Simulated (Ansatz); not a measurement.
Several solutions for singlet PN in separate pieces

| atom | x (Å) | y (Å) | z (Å) |
| --- | --- | --- | --- |
| N | 0.0000 | 0.0000 | 0.0000 |
| P | 0.0000 | 0.0000 | 8.0000 |

Basis set: def2-SVP (spherical functions). Charge 0, multiplicity 1.

PBE0 (unrestricted) was run from several starts with Ansatz (development build ahead of 0.2.0).

| run | program | start | converged | energy (hartree) | <S²> |
| --- | --- | --- | --- | --- | --- |
| A | Ansatz | atomic start, no search | yes | -395.42890 | 3.02 |
| B | Ansatz | stability test followed | yes | -395.42890 | 3.02 |
| C | Ansatz | search for the lowest state | yes | -395.50051 | 3.00 |

(1) Which runs reached the lowest solution of this kind, and what is wrong with the others?

Answers

(1) C reached the lowest solution found. Converged but too high: A by 1.95 eV, B by 1.95 eV. Convergence only shows a stationary point, and even a stable one can lie too high; stability tests and further starts are what find lower ones. Caution: charge can spread falsely over distant fragments. Caution: the unrestricted determinant is a mixture of spin states.
